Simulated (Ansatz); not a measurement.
One change: `OC(=S)S` becomes `CSC(O)=S`.

Ansatz, PBE0-D4/def2-TZVP geometries, multiplicity 1. Each molecule was computed in one conformer, which needn't be the lowest.

```json
{"property": "HOMO–LUMO gap (PBE0/def2-TZVPP) / eV", "`OC(=S)S`": "5.43"}
{"property": "LUMO energy (B3LYP/def2-TZVPP) / eV", "`OC(=S)S`": "-1.80"}
{"property": "HOMO energy (PBE/def2-TZVPP) / eV", "`OC(=S)S`": "-5.81"}
{"property": "HOMO energy (B3LYP/def2-TZVPP) / eV", "`OC(=S)S`": "-6.78"}
{"property": "HOMO–LUMO gap (PBE/def2-TZVPP) / eV", "`OC(=S)S`": "3.36"}
{"property": "HOMO–LUMO gap (ωB97M-V/def2-TZVPP) / eV", "`OC(=S)S`": "9.74"}
```

Task: What does the change do to each property? (An estimate is asked.)

Result: Computed: 
| property | `CSC(O)=S` | shift |
| --- | --- | --- |
| HOMO–LUMO gap (PBE0/def2-TZVPP) / eV | 5.32 | -0.11 |
| LUMO energy (B3LYP/def2-TZVPP) / eV | -1.55 | 0.25 |
| HOMO energy (PBE/def2-TZVPP) / eV | -5.49 | 0.32 |
| HOMO energy (B3LYP/def2-TZVPP) / eV | -6.42 | 0.36 |
| HOMO–LUMO gap (PBE/def2-TZVPP) / eV | 3.30 | -0.06 |
| HOMO–LUMO gap (ωB97M-V/def2-TZVPP) / eV | 9.60 | -0.14 |

With PBE0 the HOMO rises by 0.35 eV and the LUMO rises by 0.24 eV, so the gap narrows by about 0.11 eV. PBE moves the HOMO by 0.32 eV and ωB97M-V by 0.37 eV.

B3LYP here is the variant with VWN-RPA as its local correlation; programs differ in this.
